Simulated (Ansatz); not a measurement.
input.yaml (Ansatz)

```yaml
crystal:
  lattice:
    - [3.275656229, 0.0, 0.0]
    - [-1.6378281145, 2.8368015084, 0.0]
    - [0.0, 0.0, 5.0878861557]
  atoms:
    - { symbol: Sc, position: [0.3333333333, 0.6666666667, 0.25], spin: 1.0, spin_axis: [0, 0, 1] }
    - { symbol: Sc, position: [0.6666666667, 0.3333333333, 0.75], spin: 1.0, spin_axis: [0, 0, 1] }
hamiltonian:
  xc: pbesol
  pseudopotentials:
    kind: paw_fr
    azcp:
      Sc: "pseudopotentials/Sc.paw.azcp"
basis:
  ecutwfc: 420
  fft_grid_basis: typed
kpoints:
  mp_grid: { grid: [11, 11, 6], shift: [0, 0, 0] }
magnetization:
  noncollinear: true
  spin_orbit: true
scf:
  occupations: { method: fermi_dirac, width: 0.05 }
```

Output

```
Warning: the record states the generating functional pbe (its physics header spells it `PBE`), which answers neither for hamiltonian.xc's functional nor for the pbesol family's — results may be inconsistent (PPs are generated against a specific XC)
Engine: ansatz 0.2.0, aarch64-unknown-linux-gnu
Pseudopotentials: kind: paw_fr
Pseudopotential: Sc, paw_fr, valence charge 11, recommended cutoff 420 eV (normal) 
Functional definition: PBEsol
  exchange = pbesol_x
  correlation = pbesol_c
Crystal: 2 atoms, lattice volume = 47.279 Å³
Basis set: ecut = 420 eV, 953 PW (Γ)
Bands: 30, of which v1, the nominal top of the filled ones, is band 22 counted from 1 (21 counted from 0)
Symmetry: 12 space group operations + 12 with time reversal
Magnetic group: BNS 194.270 (UNI 1500), of the structure as read, at distance tolerance 3.6e-5 Å
k-points: 64 of 726 (time reversal used)
Projection manifold: j_resolved (fully-relativistic pseudo-atomic orbitals)
Non-local potential: Sc, projectors of the file, l = 0: 3, l = 1: 4, l = 2: 6, l = 3: 2
PAW form: soft (Blöchl's): semilocal exchange-correlation on the pseudo side does not see the compensation charge
PAW frozen core: Sc, regenerated for the run's functional, and the local potential with it (the file was generated under x = pbe(κ = 0.804, μ = 0.2195149727645171), c = pbe(β = 0.06672455060314922))
PAW one-centre angular grid: Sc, 590 points (default); XC on 96 Gauss nodes
Initial density: superposition of atomic densities (chi_scale 0.1, normalization cell)
Starting moments: Σ|m| = 2 μB on 2 of 2 sites
Initial wavefunctions: pseudopotential atomic-orbital guess
Functional: x = pbesol(κ = 0.804, μ = 0.12345679012345678), c = pbesol(β = 0.046)
iter 1 solved again at ethr=1.53e-3 eV; its pass at ethr=3.10e-3 eV (dr2=3.37e-1 eV) is discarded
SCF iter   1: F=—  HF=-4222.702636 eV  |F-HF|=—  |Δ(HF+E_count)|=         —  Δρ=7.97e-2  dr2=3.48e-1  dr2_m=6.89e-1  ethr=1.53e-3  |M|=9.56e-1 ∫|m|=9.56e-1 μB  |m|>n=0.0e0 m-floor=0.0e0 τ_xc=1.7e-15 mc-row=0.0e0  β_m=0.30  ⟨swp⟩=1.0  Hψ=11784  notcnv=0
SCF iter   2: F=—  HF=-4222.757039 eV  |F-HF|=—  |Δ(HF+E_count)|=   5.44e-2  Δρ=5.80e-2  dr2=1.72e-1  dr2_m=3.65e-1  ethr=1.53e-3  |M|=9.06e-1 ∫|m|=9.06e-1 μB  |m|>n=0.0e0 m-floor=0.0e0 τ_xc=2.3e-5 mc-row=0.0e0  β_m=0.30  ⟨swp⟩=2.0  Hψ=2644  notcnv=0  defer=1
SCF iter   3: F=—  HF=-4222.766340 eV  |F-HF|=—  |Δ(HF+E_count)|=   9.30e-3  Δρ=4.13e-2  dr2=7.21e-3  dr2_m=1.85e-1  ethr=7.82e-4  |M|=8.68e-1 ∫|m|=8.68e-1 μB  |m|>n=0.0e0 m-floor=0.0e0 τ_xc=3.7e-5 mc-row=0.0e0  β_m=0.30  ⟨swp⟩=3.2  Hψ=3714  notcnv=0  defer=2
SCF iter   4: F=—  HF=-4222.800110 eV  |F-HF|=—  |Δ(HF+E_count)|=   3.38e-2  Δρ=3.12e-2  dr2=1.44e-3  dr2_m=1.06e-1  ethr=3.28e-5  |M|=8.11e-1 ∫|m|=8.11e-1 μB  |m|>n=0.0e0 m-floor=0.0e0 τ_xc=4.7e-5 mc-row=0.0e0  β_m=0.30  ⟨swp⟩=2.2  Hψ=3980  notcnv=0  defer=11
SCF iter   5: F=—  HF=-4222.818720 eV  |F-HF|=—  |Δ(HF+E_count)|=   1.86e-2  Δρ=2.34e-2  dr2=6.90e-6  dr2_m=5.94e-2  ethr=6.57e-6  |M|=7.66e-1 ∫|m|=7.66e-1 μB  |m|>n=0.0e0 m-floor=0.0e0 τ_xc=5.2e-5 mc-row=0.0e0  β_m=0.30  ⟨swp⟩=2.1  Hψ=3666  notcnv=0  defer=12
SCF iter   6: F=—  HF=-4222.829462 eV  |F-HF|=—  |Δ(HF+E_count)|=   1.07e-2  Δρ=1.78e-2  dr2=4.60e-6  dr2_m=3.43e-2  ethr=3.13e-8  |M|=7.25e-1 ∫|m|=7.25e-1 μB  |m|>n=0.0e0 m-floor=0.0e0 τ_xc=5.5e-5 mc-row=0.0e0  β_m=0.30  ⟨swp⟩=2.9  Hψ=3729  notcnv=0  defer=12
...
SCF iter  13: F=—  HF=-4222.853485 eV  |F-HF|=—  |Δ(HF+E_count)|=   3.30e-5  Δρ=1.89e-4  dr2=5.72e-6  dr2_m=3.88e-6  ethr=6.41e-9  |M|=3.15e-2 ∫|m|=3.16e-2 μB  |m|>n=0.0e0 m-floor=0.0e0 τ_xc=2.8e-7 mc-row=0.0e0  β_m=0.81  ⟨swp⟩=3.0  Hψ=3874  notcnv=0  defer=15
SCF iter  14: F=—  HF=-4222.853513 eV  |F-HF|=—  |Δ(HF+E_count)|=   2.77e-5  Δρ=1.13e-4  dr2=6.00e-7  dr2_m=1.37e-6  ethr=6.41e-9  |M|=1.79e-2 ∫|m|=1.79e-2 μB  |m|>n=0.0e0 m-floor=0.0e0 τ_xc=8.4e-8 mc-row=0.0e0  β_m=0.90  ⟨swp⟩=2.3  Hψ=3423  notcnv=0  defer=15
SCF iter  15: F=—  HF=-4222.853526 eV  |F-HF|=—  |Δ(HF+E_count)|=   1.28e-5  Δρ=1.07e-5  dr2=5.89e-9  dr2_m=1.25e-8  ethr=4.55e-10  |M|=4.55e-4 ∫|m|=5.44e-4 μB  |m|>n=0.0e0 m-floor=0.0e0 τ_xc=1.5e-10 mc-row=0.0e0  β_m=0.95  ⟨swp⟩=3.2  Hψ=7597  notcnv=0
SCF iter  16: F=—  HF=-4222.853526 eV  |F-HF|=—  |Δ(HF+E_count)|=   7.10e-8  Δρ=2.08e-6  dr2=1.87e-10  dr2_m=4.69e-10  ethr=2.68e-11  |M|=9.56e-6 ∫|m|=3.61e-5 μB  |m|>n=0.0e0 m-floor=0.0e0 τ_xc=2.4e-12 mc-row=0.0e0  β_m=0.97  ⟨swp⟩=3.0  Hψ=3962  notcnv=0
SCF iter  17: F=-4222.853526 eV  HF=-4222.853526 eV  |F-HF|=2.82e-11  |Δ(HF+E_count)|=   2.11e-9  Δρ=4.32e-7  dr2=2.28e-11  dr2_m=2.02e-11  ethr=1.00e-12  |M|=5.34e-5 ∫|m|=5.37e-5 μB  |m|>n=0.0e0 m-floor=0.0e0 τ_xc=4.4e-13 mc-row=0.0e0  ⟨swp⟩=3.0  Hψ=3924  notcnv=0
WARN: the starting moments were not kept: the SCF closed with an absolute magnetisation of 5.3e-5 μB, where they sum to 2 μB in size (2 sites). That is at most 0.1 of that sum. Measured as dr2_m measures the in/out step, that magnetisation stands 2.5e-10 eV from none, at or under the dr2_threshold of 1.0e-7 eV: it is no larger than a step whose dr2_m would equal this threshold. The system may hold no moment; this SCF shows only that its start led to no more than that. To try another start: raise the starting moments (crystal.atoms[].spin, magnetization.per_species, magnetization.initial_magnetization, or on a non-collinear deck that types none of these the spinor_matrix: blocks that start its atoms; where the total moment is fixed, keep their sum and leave initial_magnetization as it is; typed ones take the place of any that the run laid by itself, positive ones on a crystal's lanthanoids without a Hubbard term where scf.initial_density.shell_occupations: [] is typed) or, if the notice of its spin-set hold's release reads "site moments contracting" or "site moments show no strong build", lengthen the hold (scf.mixing.spin_hold: { on: { confirm: 4 } }; for m-r²SCAN on two components see the key's manual first). Each may lead to a state that holds a moment. A second SCF, from the converged charge density, with the starting moments and any scf.initial_density.shell_occupations laid on it anew, would have followed, and was not run: the deck does not ask for one (magnetization.retry_lost_moments is false, the default). To let it run, set magnetization.retry_lost_moments: true and run the deck again, where that key's refused combinations let it; where memory then withholds it, that run's warning says so.
SCF 1 converged in 17 iterations: F = -4222.853526 eV  dr2 = 2.28e-11
SCF converged after 17 iterations
Magnetization: |M| = 0.0001 μB,  M = (-0.0000, +0.0000, +0.0001) μB
Absolute magnetization: 0.0001 μB (∫|m|, with the PAW one-centre terms)
  site 0: m = (-0.0000, +0.0000, +0.0000) μB, |m| = 0.0000 μB  (R = 1.31 Å)
  site 1: m = (+0.0000, -0.0000, +0.0000) μB, |m| = 0.0000 μB  (R = 1.31 Å)
Free energy (F): -4222.853526 eV
Harris-Foulkes:  -4222.853526 eV  (|F-HF|=2.82e-11)
Internal energy: -4222.822600 eV  (E = F + TS)
E sigma→0 (E₀):  -4222.838063 eV
Entropy (-TS):   -0.030926 eV (-15.463 meV/atom)
Fermi energy:    9.631387 eV
--- Per-component energies (eV) ---
  E_band       = -325.291220
  E_kinetic    = 521.299428
  E_local      = -1653.155648  (includes V_loc(G=0)·N_el)
  E_nonlocal   = 169.098649
  E_hartree    = 563.090381
  E_xc         = -206.279418
  E_vxc        = -256.566643  (∫ρ·V_xc dr)
  E_paw        = -1864.353798  (= ΣΔE_a)
  E_vpaw       = -232.147717  (= ΣTr[D̂ρ^β])
  E_aug_tail   = 0.000019  (compensation charges beyond the density's cutoff)
  E_ewald      = -1752.781121
  E_core_change = 0.258909  (= ΣΔE_core)
  E_smearing   = -0.030926  (= −TS)
  E_closure    = 0.000000  (closes the sum)
  Σ components = -4222.853526   (vs F -4222.853526, Δ=0.00e0)
```
